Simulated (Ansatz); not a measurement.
# CH₅BS: single points off equilibrium

The task here is to estimate one member of a computed series from the others.

Method: single points in def2-TZVPP; program: Ansatz 0.2.0, Gaussian basis.

Correlated methods freeze the cores.

### Where the work starts

8 atoms, charge 0, spin multiplicity 1.

Atoms are counted from 1 here; the program's logs count them from 0.

Bond lengths: B1–C3 1.506 Å, B1–H5 1.066 Å, S2–H6 1.378 Å, C3–H7 1.219 Å, C3–H8 1.140 Å. Angles: C3–B1–H5 143.1°, B1–C3–H7 125.3°, B1–C3–H8 129.0°, H7–C3–H8 96.8°.

As a file:

```
B    -0.83680   -0.00370   -0.17180
S     0.24840   -0.96720    1.47860
C     0.44410    0.51820   -0.76670
H     1.36920    0.22430    0.30330
H    -1.89210    0.14530   -0.15530
H    -0.57830   -1.88390    2.09070
H     0.66840    1.68370   -1.04640
H     1.09770    0.05700   -1.57860
```

Set-up of the first run:

Input file run/in.yaml:

```yaml
crystal:
  periodic: [false, false, false]
  atoms:
    - {symbol: B, position_ang: [-0.836800, -0.003700, -0.171800]}
    - {symbol: S, position_ang: [0.248400, -0.967200, 1.478600]}
    - {symbol: C, position_ang: [0.444100, 0.518200, -0.766700]}
    - {symbol: H, position_ang: [1.369200, 0.224300, 0.303300]}
    - {symbol: H, position_ang: [-1.892100, 0.145300, -0.155300]}
    - {symbol: H, position_ang: [-0.578300, -1.883900, 2.090700]}
    - {symbol: H, position_ang: [0.668400, 1.683700, -1.046400]}
    - {symbol: H, position_ang: [1.097700, 0.057000, -1.578600]}
basis:
  gaussian: {orbitals: def2-TZVPP}
correlation: {method: ccsd_t}
output: {forces: true}
```

No record of the launch command was kept for these runs.

Steps of the session up to this table: CCSD(T)/def2-TZVPP; PBE0-D4/def2-TZVPP; wB97M-V/def2-TZVPP; r2SCAN-D4/def2-TZVPP; PBE-D4/def2-TZVPP; CAM-B3LYP-D4/def2-TZVPP; SPW92/def2-TZVPP.

One of the session's tables, all rows but one given; the rest of the session is left out.

```
      method  RMS force component (eV/Å)  angle to CCSD(T) forces (°)  dipole (D)
     CCSD(T)                       2.423                    reference        1.79
     PBE0-D4                       2.410                          3.6        1.82
     wB97M-V                       2.423                          2.6        1.95
   r2SCAN-D4                       2.351                          4.1        1.77
      PBE-D4                       2.265                          6.1        1.56
CAM-B3LYP-D4                       2.428                          3.1        1.93
       SPW92                           ?                            ?           ?
```

Estimate the missing values for SPW92.

**Answer.** RMS force component (eV/Å): 2.300; angle to CCSD(T) forces (°): 10.5; dipole (D): 1.48. In the column «RMS force component (eV/Å)» it lies between PBE-D4 (2.265) and r2SCAN-D4 (2.351).
